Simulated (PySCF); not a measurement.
All of these have the formula C4H4F2. Computed with TDDFT CAM-B3LYP/def2-SVPD, vertical, gas phase, core orbitals frozen in the response in PySCF 2.14.0, density-fitted response routines. Geometries: GFN2-xTB; one conformer of each isolated species. Triplets are in the Tamm–Dancoff approximation. 'Strongest' means the level of largest summed f among the lowest 8 singlets; it needn't be the same kind of state in each.

**Question.** Rank by computed HOMO–LUMO gap, highest first.
A. `C=C/C(F)=C\F`
B. `FC[C@@H]1C=C1F`
C. `F/C=C/C=C/F`
D. `FCC1(F)C=C1`
E. `C=C1[C@@H](F)[C@@H]1F`
F. `C=C1[C@@H](F)[C@H]1F`

**Answer.** D (10.51 eV), B (10.08 eV), E (9.77 eV), F (9.41 eV), C (8.30 eV), A (8.11 eV).

```json
{"SMILES": "FCC1(F)C=C1", "gap (eV)": "10.51", "HOMO (eV)": "-9.89", "first f ≥ 0.01 (nm)": "171", "S1 (eV)": "6.20", "LUMO (eV)": "0.62", "strongest (eV)": "8.60", "S1 mainly": "H→L (97%)"}
{"SMILES": "FC[C@@H]1C=C1F", "gap (eV)": "10.08", "HOMO (eV)": "-9.05", "first f ≥ 0.01 (nm)": "185", "S1 (eV)": "6.72", "LUMO (eV)": "1.03", "strongest (eV)": "6.72", "S1 mainly": "H→L (93%)"}
{"SMILES": "C=C1[C@@H](F)[C@@H]1F", "gap (eV)": "9.77", "HOMO (eV)": "-10.01", "first f ≥ 0.01 (nm)": "174", "S1 (eV)": "5.84", "LUMO (eV)": "-0.24", "strongest (eV)": "7.13", "S1 mainly": "H-2→L (73%)"}
{"SMILES": "C=C1[C@@H](F)[C@H]1F", "gap (eV)": "9.41", "HOMO (eV)": "-9.67", "first f ≥ 0.01 (nm)": "210", "S1 (eV)": "5.71", "LUMO (eV)": "-0.26", "strongest (eV)": "7.16", "S1 mainly": "H-1→L (97%)"}
{"SMILES": "F/C=C/C=C/F", "gap (eV)": "8.30", "HOMO (eV)": "-8.06", "first f ≥ 0.01 (nm)": "206", "S1 (eV)": "6.02", "LUMO (eV)": "0.24", "strongest (eV)": "6.02", "S1 mainly": "H→L (98%)"}
{"SMILES": "C=C/C(F)=C\\F", "gap (eV)": "8.11", "HOMO (eV)": "-8.29", "first f ≥ 0.01 (nm)": "216", "S1 (eV)": "5.75", "LUMO (eV)": "-0.18", "strongest (eV)": "5.75", "S1 mainly": "H→L (98%)"}
```

H and L stand for HOMO and LUMO.

- `FCC1(F)C=C1`: Löwdin shares by element: HOMO carbon 61% or more, fluorine 18% or more (atoms not listed hold the other 21%); LUMO carbon 75% or more, hydrogen 16% or more.
- `FC[C@@H]1C=C1F`: Löwdin shares by element: HOMO carbon 69% or more, fluorine 9% or more (atoms not listed hold the other 22%); LUMO carbon 62% or more, hydrogen 10% or more, fluorine 9% or more (atoms not listed hold the other 19%).
- `C=C1[C@@H](F)[C@@H]1F`: Löwdin shares by element: HOMO carbon 84% (atoms not listed hold the other 17%); LUMO carbon 71% (atoms not listed hold the other 29%).
- `C=C1[C@@H](F)[C@H]1F`: Löwdin shares by element: HOMO carbon 75% (atoms not listed hold the other 25%); LUMO carbon 72% (atoms not listed hold the other 28%).
- `F/C=C/C=C/F`: Löwdin shares by element: HOMO carbon 77% (atoms not listed hold the other 23%); LUMO carbon 78% (atoms not listed hold the other 22%).
- `C=C/C(F)=C\F`: Löwdin shares by element: HOMO carbon 77% (atoms not listed hold the other 23%); LUMO carbon 80% (atoms not listed hold the other 20%).
